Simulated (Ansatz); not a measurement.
This script for the Ansatz DFT code, driven from Python starts 2 runs on CH4O, SMILES CO. What input does the engine get in each?

Script `run_basis.py`:
```python
# -*- coding: utf-8 -*-
"""How the energy of CH4O converges with the basis."""

import ansatz as az

molecule = (
    az.Crystal.molecule()
    .atom("C", (-0.08999, -0.21149, -0.28182))
    .atom("O", (-0.16536, 0.31331, 1.02089))
    .atom("H", (-0.86791, -0.96884, -0.35466))
    .atom("H", (0.88135, -0.67956, -0.47425))
    .atom("H", (-0.27144, 0.55847, -1.0395))
    .atom("H", (0.51334, 0.98812, 1.12934))
)

model = molecule.calculation().functional("B3LYP").scf(lower_state_search="standard")

energies = {}
for basis in ["cc-pVDZ", "cc-pVTZ"]:
    data = model.basis(gaussian=basis).run().report
    size = data["n_frozen"] + data["n_occupied"][0] + data["n_virtual"][0]
    energies[basis] = (data["reference_energy_ev"] / 27.211386246, data["free_energy_ev"] / 27.211386246)
    print(f"{basis:14s} {size:4d} orbitals  reference {energies[basis][0]:14.6f} Ha  total {energies[basis][1]:14.6f} Ha")

last = energies["cc-pVTZ"][1]
for basis, (_, total) in energies.items():
    print(f"{basis:14s} lies {27.211386 * (total - last):9.4f} eV above cc-pVTZ")
```

Run 1:
```yaml
crystal:
  periodic: [false, false, false]
  atoms:
    - { symbol: C, position_ang: [-0.08999, -0.21149, -0.28182] }
    - { symbol: O, position_ang: [-0.16536, 0.31331, 1.02089] }
    - { symbol: H, position_ang: [-0.86791, -0.96884, -0.35466] }
    - { symbol: H, position_ang: [0.88135, -0.67956, -0.47425] }
    - { symbol: H, position_ang: [-0.27144, 0.55847, -1.0395] }
    - { symbol: H, position_ang: [0.51334, 0.98812, 1.12934] }
basis:
  gaussian:
    orbitals: cc-pVDZ
hamiltonian:
  xc: b3lyp
scf:
  lower_state_search: standard
```

Run 2, against run 1:
```diff
-    orbitals: cc-pVDZ
+    orbitals: cc-pVTZ
```

```console
$ python run_basis.py
cc-pVDZ          48 orbitals  reference    -115.722121 Ha  total    -115.722121 Ha
cc-pVTZ         116 orbitals  reference    -115.772018 Ha  total    -115.772018 Ha
cc-pVDZ        lies    1.3578 eV above cc-pVTZ
cc-pVTZ        lies    0.0000 eV above cc-pVTZ
```

Against cc-pVDZ: cc-pVTZ -49.9 mHa. The last step alone is -49.90 mHa. From the first set to the last the time grows from 0.7 to 1.4 s.

Caveats:
- The settings weren't tested for convergence.
- The geometry is a force-field or estimated start, not a minimum of this method, and the last set is no limit. Much of the fall in a total is atomic energy, which cancels in bond and reaction energies.
- b3lyp holds the VWN-RPA fit, as in Gaussian; the form of ORCA and Turbomole is b3lyp5.
- Finished in 2.5 s on 1 thread of Arm Neoverse V1 (shared host), peak memory 0.2 GiB.
